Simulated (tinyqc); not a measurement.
Inside a calculation. Method: extended Hueckel theory, for SiH3. One step of it, computed by the program tinyqc.

Task: Mulliken analysis. P = C n C^T; charge = valence electrons (Si 4, H 1) minus the sum of (P S)_ii on the atom; overlap population = 2 sum P_ij S_ij between two atoms.

coefficients, order 1Si 3s, 1Si 3px, 1Si 3py, 1Si 3pz, 2H 1s, 3H 1s, 4H 1s:
$$\begin{pmatrix}
0.690058 & 0.000022 & 0.000000 & 0.085586 & 0.000000 & 0.003947 & 1.130979 \\
0.000003 & 0.315365 & 0.000000 & 0.000005 & 0.000000 & 1.236667 & -0.004366 \\
0.000000 & 0.000000 & 0.315354 & 0.000000 & 1.236340 & 0.000000 & 0.000000 \\
0.003232 & -0.000001 & 0.000000 & 0.993768 & 0.000000 & -0.000470 & -0.132396 \\
0.224637 & 0.641042 & 0.000000 & -0.041605 & 0.000000 & -0.844568 & -0.706387 \\
0.224594 & -0.320597 & 0.555265 & -0.041590 & -0.729010 & 0.418666 & -0.710639 \\
0.224594 & -0.320597 & -0.555265 & -0.041590 & 0.729010 & 0.418666 & -0.710639
\end{pmatrix}$$

occupations: [2.000000, 2.000000, 2.000000, 1.000000, 0.000000, 0.000000, 0.000000]

overlap S, order 1Si 3s, 1Si 3px, 1Si 3py, 1Si 3pz, 2H 1s, 3H 1s, 4H 1s:
$$\begin{pmatrix}
1.000000 & 0.000000 & 0.000000 & 0.000000 & 0.390733 & 0.390652 & 0.390652 \\
0.000000 & 1.000000 & 0.000000 & 0.000000 & 0.499422 & -0.249797 & -0.249797 \\
0.000000 & 0.000000 & 1.000000 & 0.000000 & 0.000000 & 0.432378 & -0.432378 \\
0.000000 & 0.000000 & 0.000000 & 1.000000 & -0.032002 & -0.031992 & -0.031992 \\
0.390733 & 0.499422 & 0.000000 & -0.032002 & 1.000000 & 0.030675 & 0.030675 \\
0.390652 & -0.249797 & 0.432378 & -0.031992 & 0.030675 & 1.000000 & 0.030701 \\
0.390652 & -0.249797 & -0.432378 & -0.031992 & 0.030675 & 0.030701 & 1.000000
\end{pmatrix}$$

Give: charges; Overlap populations.

Result:

charges: 1Si 0.686, 2H -0.229, 3H -0.229, 4H -0.229

Overlap populations:
```
pair      value
2-1    0.645926
3-1    0.645805
3-2   -0.018920
4-1    0.645805
4-2   -0.018920
4-3   -0.018940
```
